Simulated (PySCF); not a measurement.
**LiBH₄, a cluster of ions: interaction energy**

One table from this session's results is given with a row withheld; the runs are named, their logs left out.

Computed with PySCF 2.14.0; each step states its level. No surroundings beyond the atoms listed, unless a continuum is named. Atoms count from 0, parts from 1.

## Starting point

6 atoms, charge 0, multiplicity 1; geometry: GFN2-xTB. Parts: 1 = atom 0, `[Li+]`, charge 1; 2 = atoms 1–5, `[BH4-]`, charge -1.

The first run:

What the job is given:

```
{"job": {"xc": "PBE0", "basis": "def2-SVPD", "d3": "d3bj", "grid": 2, "kind": "geom"}, "charge": 0, "multiplicity": 1, "parts": [{"atoms": "0-0", "charge": 1, "multiplicity": 1}, {"atoms": "1-5", "charge": -1, "multiplicity": 1}]}
Li    -0.444624    -0.287993    -0.322421
B     -1.238929    -2.125043    -0.251173
H     -0.914748    -1.446568     0.800708
H     -2.126221    -2.852232    -0.014787
H     -1.601794    -1.222706    -1.102702
H     -0.245251    -2.653259    -0.673417
```

The run is started by

```bash
OMP_NUM_THREADS=1 python cluster_run.py task.json out
```

This one command runs all jobs of the session in turn.

Among the steps run: Optimising the geometry at PBE0-D3(BJ)/def2-SVPD; Coupled-cluster interaction energy: CCSD(T) and MP2, 1.72 Å; Coupled-cluster interaction energy: CCSD(T) and MP2, 1.82 Å; Coupled-cluster interaction energy: CCSD(T) and MP2, 1.92 Å; Coupled-cluster interaction energy: CCSD(T) and MP2, 2.11 Å; Coupled-cluster interaction energy: CCSD(T) and MP2, 2.40 Å; Coupled-cluster interaction energy: CCSD(T) and MP2, 2.87 Å; Coupled-cluster interaction energy: CCSD(T) and MP2, 3.83 Å.

One table of the session follows, with a row left open; its other results are not shown here.

It belongs to the step «Coupled-cluster interaction energy: CCSD(T) and MP2, 3.83 Å». 

```
                 method  interaction energy (kcal/mol)
         HF/aug-cc-pVDZ                         -90.22
        MP2/aug-cc-pVDZ                         -90.63
       CCSD/aug-cc-pVDZ                         -90.60
    CCSD(T)/aug-cc-pVDZ                         -90.71
         HF/aug-cc-pVTZ                         -90.34
        MP2/aug-cc-pVTZ                              ?
    SCS-MP2/aug-cc-pVTZ                         -90.70
      MP2, extrapolated                         -90.82
CCSD(T), limit estimate                         -90.90
```

Estimate the missing values for MP2/aug-cc-pVTZ.

As computed: interaction energy (kcal/mol): -90.80. In the column «interaction energy (kcal/mol)» it lies between MP2, extrapolated (-90.82) and CCSD(T)/aug-cc-pVDZ (-90.71).

In this run the core of Li (1s) is correlated, in a basis without core functions; only the other cores are frozen.
